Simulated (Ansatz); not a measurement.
Relaxed structures of HS2O (charge -1), singlet (PBE0-D4/def2-TZVPD; forces vanish, vibrations not checked; lower isomers may exist, and structures with a doubtful reference or unclear bonds are left out; Å). Computed with Ansatz 0.2.0 (basis: def2-TZVPPD); correlated methods freeze the cores.

Question: Rank them by CCSD(T) energy, lowest first, and give each one's height above the lowest. Links in brackets join atoms within 1.22 times the sum of their covalent radii (1.1 for two metals). (To be estimated.)
A.
HS₂O ([O][S][SH]), total charge -1
```
4
angstrom
O -1.7334 -0.0680 0.7544
S -0.3719 0.6324 0.8429
S 0.7727 0.3286 -0.9035
H 1.3327 -0.8930 -0.6938
```
B.
HS₂O ([S][O][SH]), total charge -1
```
4
angstrom
O -0.1470 0.6740 0.5882
S -1.6578 -0.2067 0.7356
S 0.7347 0.4184 -0.7540
H 1.0701 -0.8857 -0.5699
```
C.
HS₂O ([O][SH][S]), total charge -1
```
4
angstrom
O 1.2363 1.3713 -1.7265
S -0.2326 0.6605 0.7621
S 0.4541 0.2568 -1.0940
H 1.4294 -0.6440 -0.7045
```

Answer: Computed: C (0.000 eV), A (0.154 eV), B (1.220 eV). Heights count from the lowest.

The T1 diagnostic stays at or below 0.021.

For scale, one of the runs: CCSD(T)/def2-TZVPPD, 159 basis functions, launched by `ansatz run in.yaml --threads 2 --pin off --events-out ev --progress --plain --max-ram 4352MiB`. Time: 26 s of wall clock on 2 CPU threads of an AMD EPYC 7R13; the host was shared. Peak host memory: 1.1 GiB.
